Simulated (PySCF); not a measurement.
Compound: HLi.
SMILES with atom numbers: `[LiH:1]` (hydrogens: H2 on Li1)

Cartesian coordinates in Å at the PBE0/6-31+G* level; atoms count from 1:
```
atom  x, y, z in Å
Li1    0.8163   -0.0030   -0.0027
H2    -0.8136    0.0043   -0.0115
```

Theory: PBE0/6-31+G* geometry optimisation, gas phase (PySCF 2.14.0).

Masses are those of the commonest isotopes; rigid-rotor values at the optimised geometry. 

Problem. What are the moment of inertia and the rotational constant?

Solution. I = 2.341 u·Å², B = 505379 MHz·u·Å²/I = 215852 MHz (7.2001 cm⁻¹, or 10.359 K as hB/k). For two atoms I = μr² with μ = 0.8812 u and r = 1.6300 Å.

Problem. List the first levels of a rigid rotor in a Σ state.

Solution. E(J) = BJ(J+1): J = 1: 14.400, J = 2: 43.200, J = 3: 86.401, J = 4: 144.001, J = 5: 216.002, J = 6: 302.402 cm⁻¹.

Problem. Where do the first rotational lines fall?

Solution. The dipole is 5.70 D; J+1 ← J lies at 2B(J+1): 1 ← 0 at 431.70 GHz, 2 ← 1 at 863.41 GHz, 3 ← 2 at 1295.11 GHz, 4 ← 3 at 1726.82 GHz, 5 ← 4 at 2158.52 GHz, 6 ← 5 at 2590.23 GHz.

Problem. Estimate the classical rotational partition function at 298.15 K and 500 K.

Solution. Point group C∞v, symmetry number σ = 1; q = kT/(σhB), k/h = 20836.6 MHz/K: 28.8 at 298.15 K, 48.3 at 500 K.

Whether it is a minimum is left open (no frequencies). These are rigid-rotor constants of the computed structure; measured ground-state constants (B0) also hold zero-point vibration.
